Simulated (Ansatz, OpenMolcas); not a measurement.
# C3H5Cl (2-chloropropene): the vertical energy of the triplet above the singlet from total energies

The species is C3H5Cl (9 atoms), meant as a singlet with charge 0. As SMILES, `C=C(C)Cl`. Geometry: relaxed at PBE0-D4/def2-TZVP.

Both states at this one shape; open shells run unrestricted unless said. 1 Eh = 27.2114 eV.

| level | program | singlet C3H5Cl (Eh) | triplet C3H5Cl (Eh) |
| --- | --- | --- | --- |
| TPSS/def2-SVP | OpenMolcas | -577.322115 | -577.166747 |
| B3LYP/6-31G* (Cartesian functions) | Ansatz | -577.506380 | -577.347166 |
| BCCD(T)/def2-SVP, 8 core orbitals frozen | Ansatz | -576.373369 | -576.207513 |
| CCSD(T)/def2-SVP, open shells restricted, 8 core orbitals frozen | OpenMolcas | -576.373311 | -576.207360 |

Task: Work out the vertical gap, second state less first, at each level.

Result: 
1. TPSS/def2-SVP: -577.166747 − (-577.322115) = 0.155368 Eh = 4.23 eV.
2. B3LYP/6-31G* (Cartesian functions): -577.347166 − (-577.506380) = 0.159214 Eh = 4.33 eV.
3. BCCD(T)/def2-SVP: -576.207513 − (-576.373369) = 0.165856 Eh = 4.51 eV.
4. CCSD(T)/def2-SVP, open shells restricted: -576.207360 − (-576.373311) = 0.165951 Eh = 4.52 eV.

No measured value is set beside it here; the levels span 4.23 to 4.52 eV.
